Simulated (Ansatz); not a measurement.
**SiH₂ (triplet): from Hartree-Fock to the top rungs at distance H1–H2 along a hydrogen transfer = 0.791 Å, cc-pVTZ**

How much of the correlation energy of SiH₂ (triplet) does each wave-function method recover here?

Computed with Ansatz 0.2.0, Gaussian basis. Level: cc-pVTZ, core rule «outside noble gas», up to 5 orbitals frozen.

Plan: UHF; CCSD(T) on ROHF; CCSD(T) on UHF; BCCD(T) on ROHF; CISD; CCSDT(Q) on ROHF; CCSDT(Q) on UHF; CASSCF and MRCISD+Q, 4 electrons in 4 orbitals; CASSCF and NEVPT2, 4 electrons in 4 orbitals; CASSCF and MRCISD+Q, 6 electrons in 6 orbitals; CASSCF and NEVPT2, 6 electrons in 6 orbitals; Full CI.

## Step 1: The geometry

The geometry derives from fragments relaxed apart (PBE0/def2-TZVP) and kept rigid, so it is no stationary point. A hydrogen atom is moved between rigid fragments.

3 atoms, charge 0, spin multiplicity 3.

Atoms are counted from 1 here; the program's logs count them from 0.

Bond lengths: H1–H2 0.791 Å, H2–Si3 1.716 Å. Angles: H1–H2–Si3 180.0°.

## Step 2: UHF

The input, in.yaml:

```yaml
crystal:
  periodic: [false, false, false]
  atoms:
    - {symbol: H, position_ang: [0.000000, 0.000000, -1.099333]}
    - {symbol: H, position_ang: [0.000000, 0.000000, -0.308333]}
    - {symbol: Si, position_ang: [0.000000, 0.000000, 1.407667]}
basis:
  gaussian: {orbitals: cc-pVTZ}
magnetization: {spin_polarized: true, initial_magnetization: 2}
hamiltonian: {xc: hf}
output: {orbitals: {seedname: orbitals}}
```

The run is started by

```bash
$ ansatz run in.yaml --threads 1 --pin off --events-out ev --progress --plain --max-ram 2880MiB --backend cpu
```

The runs that follow: CCSD(T) on ROHF; CCSD(T) on UHF; BCCD(T) on ROHF; CISD; CCSDT(Q) on ROHF; CCSDT(Q) on UHF; CASSCF and MRCISD+Q, 4 electrons in 4 orbitals; CASSCF and NEVPT2, 4 electrons in 4 orbitals; CASSCF and MRCISD+Q, 6 electrons in 6 orbitals; CASSCF and NEVPT2, 6 electrons in 6 orbitals; Full CI.

**Question.** What will the summary of the whole plan be? Wanted: FCI below the RHF energy; RMP2 from FCI; UMP2 from FCI; RCCSD from FCI; RCCSD(T) from FCI; UCCSD(T) from FCI; RCCSDT(Q) from FCI; UCCSDT(Q) from FCI; MRCISD+Q pair from FCI.

**Answer**, as computed:

| quantity | value |
| --- | --- |
| FCI below the RHF energy | -3.6048 eV |
| RMP2 from FCI | +809.7 meV |
| UMP2 from FCI | +828.3 meV |
| RCCSD from FCI | +139.6 meV |
| RCCSD(T) from FCI | +29.8 meV |
| UCCSD(T) from FCI | +28.8 meV |
| RCCSDT(Q) from FCI | +0.6 meV |
| UCCSDT(Q) from FCI | -0.7 meV |
| MRCISD+Q pair from FCI | -13.5 meV |
| NEVPT2 valence from FCI | +719.0 meV |
| MRCISD+Q valence from FCI | +42.9 meV |
| levels within 1 kcal/mol (43 meV) | RCCSD(T), UCCSD(T), BCCD(T), RCCSDT, UCCSDT, RCCSDT(Q), UCCSDT(Q), MRCISD+Q pair, MRCISD+Q valence |
| T1 diagnostic | 0.022 |
| effectively unpaired electrons | 2.06 |

**Reading.** RCCSD(T) misses by +29.8 meV, 0.8 % of the correlation energy. MRCISD+Q pair falls below full CI: the +Q correction isn't variational, and the cores differ from full CI's. One determinant dominates. Of the multireference levels listed MRCISD+Q pair comes nearest in total energy (-13.5 meV), which doesn't show that its space is the better one. These misses are within one basis, not against nature; the frozen cores of restricted and unrestricted runs differ, which can shift their rows.
